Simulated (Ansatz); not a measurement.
Zinc-blende HgTe

These are PBEsol (plane waves, PAW; Ansatz, a program for electronic structure) values and carry that method's errors.

Numerical settings: plane-wave cutoff 500 eV, 10×10×10 k mesh, Fermi–Dirac smearing 0.05 eV, scalar-relativistic PAW data made under PBE.

Cell: relaxed at this level.

equilibrium volume per atom: 34.48 Å³/atom
lattice parameter a: 6.510 Å
band gap: zero (no gap)

Measured, for comparison: equilibrium volume per atom 33.70 Å³/atom, lattice constant a 6.46 Å (room temperature, not corrected to a static lattice; as tabulated in Cava et al. (2013), arXiv:1302.1059). Computed (rounded) less measured: equilibrium volume per atom +2.3 %, lattice constant a +0.8 %.

Spin–orbit coupling is not included; it can shift volumes and moduli of such heavy elements.

Computed values are for the static lattice.
